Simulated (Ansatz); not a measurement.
Reaction (substitution at a C–C bond): `C=C(C)CCC` + CH₃OH → `C=C(C)OC` + `CCC`

Isolated molecules relaxed with PBE0-D4/def2-TZVP in Ansatz; ΔE leaves out vibrations. CCSD(T)/CBS is the MP2 limit (def2-TZVPP, def2-QZVPP) plus CCSD(T) − MP2 in def2-TZVPP, frozen cores. This one scheme is used for every species. DFT in def2-TZVPP. Each species was taken in one conformer, which may not be the lowest.

CCSD(T)/CBS gives +4.4 kJ/mol.

Q: Another level gave -6.9 kJ/mol. Which?
A. CCSD/def2-TZVPP
B. PBE/def2-TZVPP
C. PBE0/def2-TZVPP
D. LDA (SPW92)/def2-TZVPP

A: C. PBE0 -6.9, CCSD/def2-TZVPP 2.2, PBE -11.0, LDA (SPW92) -16.5 kJ/mol.

Largest T1 diagnostic among the species: 0.012.

The D4 term adds +4.3 kJ/mol with B3LYP and +2.8 kJ/mol with PBE0; it sums over pairs of atoms, weighted by their polarisabilities, and B3LYP, whose exchange is more repulsive, gets the larger term. At CCSD(T), def2-SVP lies −10.2 kJ/mol from the extrapolated value and def2-TZVPP −2.8 kJ/mol.

B3LYP here is the variant with VWN-RPA as its local correlation; programs differ in this.
